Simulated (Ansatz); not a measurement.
What does this script print? It uses the Ansatz DFT code, driven from Python.

`ch5b.py`:
```python
"""Active-space calculation on CH5B."""

import ansatz as az

BASIS_SET = "6-31G*"

GEOMETRY = """
B    -0.21140   -0.91000    0.04540
C     0.18190    0.65250   -0.03340
H     0.40650   -1.66140    0.53930
H    -1.21590   -1.19270   -0.43900
H     0.32260    1.03890    0.97940
H     1.14330    0.75190   -0.58780
H    -0.56580    1.25270   -0.54950
"""

ch5b = az.Crystal.molecule()
for line in GEOMETRY.strip().splitlines():
    symbol, *xyz = line.split()
    ch5b = ch5b.atom(symbol, [float(v) for v in xyz])

job = ch5b.calculation().basis(gaussian=BASIS_SET).correlation(active_electrons=4, active_orbitals=4)
for method in [None, "sc_nevpt2", "fic_mrcisd_q"]:
    report = (job if method is None else job.correlation(method)).run().report
    space = report["configurations"]
    state = space["states"][0]
    print(method or "casscf", f"total {report['free_energy_ev'] / 27.211386246:.6f} Ha, active-space state {state['energy']['hartree']:.6f} Ha, mean field {report['reference_energy_ev'] / 27.211386246:.6f} Ha")
    print("  determinants", state["n_determinants"], " natural occupations", [round(n, 3) for n in space["natural_occupations"]])
print("effectively unpaired electrons, sum of min(n, 2 - n):", round(sum(min(n, 2 - n) for n in space["natural_occupations"]), 3))
```

`python ch5b.py` gives:
```text
casscf total -65.466944 Ha, active-space state -65.466944 Ha, mean field -65.432493 Ha
  determinants 36  natural occupations [1.983, 1.98, 0.019, 0.018]
sc_nevpt2 total -65.636235 Ha, active-space state -65.466943 Ha, mean field -65.432493 Ha
  determinants 36  natural occupations [1.983, 1.98, 0.019, 0.018]
RunWarning: the results are in doubt because another end's mean lies 0.058 eV lower, and its corrected mean 0.007 eV higher
fic_mrcisd_q total -65.672467 Ha, active-space state -65.464794 Ha, mean field -65.432493 Ha
  determinants 36  natural occupations [1.985, 1.981, 0.019, 0.015]
effectively unpaired electrons, sum of min(n, 2 - n): 0.069
```
(Warnings from the package without file and line.)

Reading the output:
- Total energies depend on the basis set; only differences at equal settings carry meaning.
- The geometry is a force-field or estimated start, not a minimum of this method, and the basis set is short of its limit. The active space starts as a window about the frontier orbitals and is then optimised, not chosen by chemistry.
- A lower CASSCF solution was found and passed over, so the printed active-space state isn't the lowest.
- Hardware and time: 2.5 s on 1 thread of Arm Neoverse V2, on a shared host, peak memory 0.16 GiB.

(Lines on the test bed's own set-up are left out of the output.)
